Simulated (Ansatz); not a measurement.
# One elementary step

Start structure (BH5SO, closed shell), relaxed at PBE0-D4/def2-TZVP:

| atom | x (Å) | y (Å) | z (Å) |
| --- | --- | --- | --- |
| B1 | -0.0907 | -0.4055 | -0.5292 |
| S2 | 1.5904 | 0.4107 | -0.4859 |
| H3 | 0.0071 | -1.5937 | -0.3726 |
| H4 | -0.8520 | -0.0120 | -1.3620 |
| H5 | -0.0548 | 0.5515 | 1.3675 |
| O6 | -0.8095 | 0.1115 | 0.9394 |
| H7 | 1.2585 | 1.5914 | -1.0327 |
| H8 | -1.0487 | -0.6541 | 1.4755 |

The step: BH₃S ([BH2][SH]) + H₂O → BH₃O ([BH2][OH]) + H₂S; bonds formed: S2–H5; dative contacts that become bonds: B1–O6; bonds broken: B1–S2, H5–O6. Computed with Ansatz 0.2.0 (basis: def2-TZVPP and def2-QZVPP); correlated methods freeze the cores. Extrapolation: Hartree–Fock as exp(−7.88 √X), correlation as X^−2.97. Energies below are by CCSD(T) at an estimated basis limit (MP2 extrapolated from triple and quadruple zeta, plus CCSD(T) − MP2 in triple zeta).

What are the electronic barrier and the energy of the step, from the start structure to the end structure? (To be estimated.)

The calculation gives: Barrier 16.68 kcal/mol; step energy -6.13 kcal/mol (downhill); reverse barrier, their difference, 22.82 kcal/mol. Barrier and step energy count from the start structure, the reverse barrier from the end structure.

The saddle point: One imaginary mode of 1113i cm⁻¹.
```tsv
pair	start (Å)	saddle (Å)	end (Å)
B1–O6	1.71	1.52	1.35
S2–H5	2.48	1.54	1.34
B1–S2	1.87	2.05	3.05
H5–O6	0.97	1.35	3.39
```

Zero-point energy (harmonic, PBE0-D4): ZPE is 35.99 kcal/mol at the start and 32.67 kcal/mol at the saddle, so the barrier goes from 16.68 to 13.36 kcal/mol.

T1 diagnostic: at most 0.013.

Labels in which every atom is bracketed show which atoms are joined, not bond orders.

For scale, one of the runs: CCSD(T)/def2-TZVPP, 174 basis functions, launched by `ansatz run in.yaml --threads 2 --pin off --events-out ev --progress --plain --max-ram 4352MiB`. Time: 30 s of wall clock on 2 CPU threads of an Intel Xeon Platinum 8488C; the host was shared. Peak host memory: 1.6 GiB.
